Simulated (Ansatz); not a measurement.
Reaction (isomerisation): `NCC=C=O` → `NC1CC1=O`

Computed with Ansatz on PBE0-D4/def2-TZVP structures; ΔE is electronic, products minus reactants. CBS: MP2 limit from def2 TZ/QZ plus the TZ coupled-cluster correction, frozen cores. Functionals use def2-TZVPP. HSE06 is defined as in plane-wave codes. One conformer a species, not always the lowest.

| level | ΔE (kJ/mol) | difference from CCSD(T)/CBS |
| --- | --- | --- |
| LDA (SPW92) | 67.0 | -18.2 |
| PBE-D4 | 78.0 | -7.2 |
| r2SCAN-D4 | 84.1 | -1.1 |
| r2SCAN0-D4 | 80.0 | -5.2 |
| HSE06-D4 | 75.6 | -9.6 |
| BHLYP-D4 | 90.1 | 4.9 |
| r2SCAN0 | 80.1 | -5.1 |
| HF/def2-TZVPP | 98.9 | 13.7 |
| CCSD(T)/def2-TZVPP | 85.8 | 0.6 |
| MP2/CBS(def2) | 86.9 | 1.7 |
| CCSD(T)/CBS | 85.2 | 0 |

Largest T1 diagnostic among the species: 0.014.

From r2SCAN to r2SCAN0 (25 % exact exchange), in def2-TZVPP and without D4, ΔE moves by −4.0 kJ/mol. At CCSD(T), def2-SVP lies −5.1 kJ/mol from the extrapolated value and def2-TZVPP +0.6 kJ/mol. In def2-TZVPP, CCSD(T) changes the Hartree–Fock value by −13.1 kJ/mol (the triples alone add +0.6 kJ/mol) and MP2 by −11.3 kJ/mol.
